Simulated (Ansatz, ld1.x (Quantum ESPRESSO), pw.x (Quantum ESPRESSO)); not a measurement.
# From atom to crystal: RRKJ potential for W (Z = 74)

```json
{
  "Element": "W",
  "Generator": "ld1.x (Quantum ESPRESSO) 7.5",
  "Type": "norm-conserving RRKJ (Kleinman–Bylander form)",
  "Functional": "PBEsol",
  "Relativity": "scalar-relativistic",
  "Frozen core": "[Xe] 4f14",
  "Valence charge": "6",
  "Reference configuration": "5d4 6s2 6p0",
  "Partial waves": "6s (bound): rc 2.80 bohr; 5d (bound): rc 2.70 bohr; 6p (bound, empty): rc 3.90 bohr",
  "Local potential": "the p channel",
  "Core correction": "none",
  "rho0": "0.01"
}
```

Crystal test: bcc W in pw.x 7.5, no spin, 15³ k-points, Fermi–Dirac smearing 0.01 Ry, cutoffs 35/140 Ry. The reference is all-electron LAPW (Ansatz 0.2.0) with the same functional, mesh and smearing; V0 and B0 come from Birch–Murnaghan fits to the pressures at five volumes. Errors are pseudo minus all-electron; Δ is the rms difference of the E(V) curves that follow from these fits, minima aligned, over ±6 % about the mean V0. Mesh and smearing are coarse, so the numbers serve the comparison and aren't converged zero-temperature values; the lattice is a test structure that the element need not adopt.

All-electron: a0 = 3.155 Å (V0 = 15.70 Å³/atom), B0 = 321.1 GPa.

How far does the potential miss the all-electron equation of state?

mean pressure error (GPa): +37.00. The pressure does not cross zero within the volumes sampled, so no fit is given. The largest radius (3.90 bohr) exceeds half the bond length (2.58 bohr), so the spheres overlap, which is one possible source of error among others. This is a poor potential for the solid.

| V (Å³/atom) | P all-electron (GPa) | P pseudo (GPa) |
| --- | --- | --- |
| 14.903 | 18.56 | 62.32 |
| 15.295 | 8.81 | 48.76 |
| 15.687 | 0.22 | 36.82 |
| 16.079 | -7.35 | 26.30 |
| 16.471 | -14.00 | 17.02 |

At the middle volume, how do free energy and pressure move when the wave cutoff is lowered (ecutrho kept at four times it)?

```tsv
cutoff (Ry)	shift of F (meV/atom)	shift of P (GPa)
16	+1167.0	-59.13
21	+49.7	-5.22
28	+3.1	+0.00
```

The run at the middle volume (120 k-points, 6 iterations) took about 2.1 s on one core of a shared host (Neoverse-V2, 32 threads, 247 GiB, load 15).
